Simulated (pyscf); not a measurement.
Atom transfer: H₃C–F + H• → CH₃• + HF

Gas phase, doublet surface, charge 0. Bonds broken: C1–F2. Bonds formed: F2–H6. Structures and frequencies: ωB97X-D3(BJ)/def2-SVP in PySCF. Correlated levels are frozen-core, on RHF or UHF. ΔMP2 is the change of the MP2 total energy from the triple- to the quadruple-zeta basis.

Transition state (Å):

```xyz
6

C     -0.1046     0.4087    -0.4822
F      0.8560    -0.1708     0.7724
H      0.0424     1.4912    -0.4364
H     -1.1086     0.0714    -0.2108
H      0.3161    -0.0732    -1.3688
H      1.5661    -0.5976     1.6959
```

One imaginary mode, 1957i cm⁻¹; descent along it reached the two sides named.

```csv
bond,change,reactant side (Å),saddle,product side
C1–F2,breaks,1.372,1.683,3.1
F2–H6,forms,3.2,1.241,0.923
```

Electronic energies relative to the separated reactants (kcal/mol):

```tsv
level	barrier	reaction energy	reverse barrier
ωB97X-D3(BJ)/def2-TZVP	32.3	-21.8	54.1
PBE/def2-TZVP	19.6	-20.8	40.5
r²SCAN/def2-TZVP	20.3	-26.1	46.4
B3LYP-D3(BJ)/def2-TZVP	22.4	-24.9	47.3
PBE0-D3(BJ)/def2-TZVP	26.7	-22.4	49.1
M06-2X/def2-TZVP	31.6	-22.0	53.6
ωB97M-D3(BJ)/def2-TZVP	29.6	-23.3	52.9
HF/def2-TZVP	48.4	-25.0	73.4
MP2/def2-QZVPP	36.6	-24.2	60.7
CCSD/def2-TZVPP	33.3	-27.9	61.2
CCSD(T)/def2-TZVPP	31.5	-26.6	58.2
CCSD(T)/def2-TZVPP + ΔMP2(QZVPP)	30.7	-27.0	57.7
```

With CCSD(T)/def2-TZVPP + ΔMP2(QZVPP) energies and thermal terms (ideal gas, 1 atm, RRHO with modes under 100 cm⁻¹ raised to 100, one conformer, R ln 2 for rigid chiral ones), in kcal/mol:

```json
[
 {"T (K)": "298", "ΔH‡": "29.2", "ΔG‡": "35.6", "ΔH": "-26.5", "ΔG": "-28.8"},
 {"T (K)": "600", "ΔH‡": "29.3", "ΔG‡": "42.0", "ΔH": "-26.1", "ΔG": "-31.4"},
 {"T (K)": "900", "ΔH‡": "29.3", "ΔG‡": "48.4", "ΔH": "-26.4", "ΔG": "-33.9"},
 {"T (K)": "1200", "ΔH‡": "29.2", "ΔG‡": "54.8", "ΔH": "-27.1", "ΔG": "-36.3"}
]
```

The same reactants have a lower exit, to •H₂C–F + H₂ (barrier +11.9 kcal/mol at ωB97M-D3(BJ), against +29.6 kcal/mol here). This is the saddle that the search found; another between the same sides may lie lower. The angle at the transferred F is 180°. The CCSD(T) − MP2 part came from Ansatz, without density fitting, on the same reference.
